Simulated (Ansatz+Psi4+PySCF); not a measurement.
Values are calculated unless marked as measured or tabulated.
## Psi4 1.11 run

```
molecule {
1 2
O 0.000000 0.000000 0.493000
C 0.000000 0.000000 -0.657340
}

set basis cc-pVTZ
set reference uhf
set scf_type pk
energy('scf')
```

The input is written out from the run's settings.

The run gave:

| Quantity | Value |
| --- | --- |
| Converged | yes |
| Total energy | -112.29535 hartree |
| Spin squared of the determinant | 1.075 |
| Occupied orbitals by symmetry in an Abelian subgroup (alpha; beta) | 5 A1 1 B1 1 B2; 4 A1 1 B1 1 B2 |

Caution: the unrestricted determinant is spin contaminated.
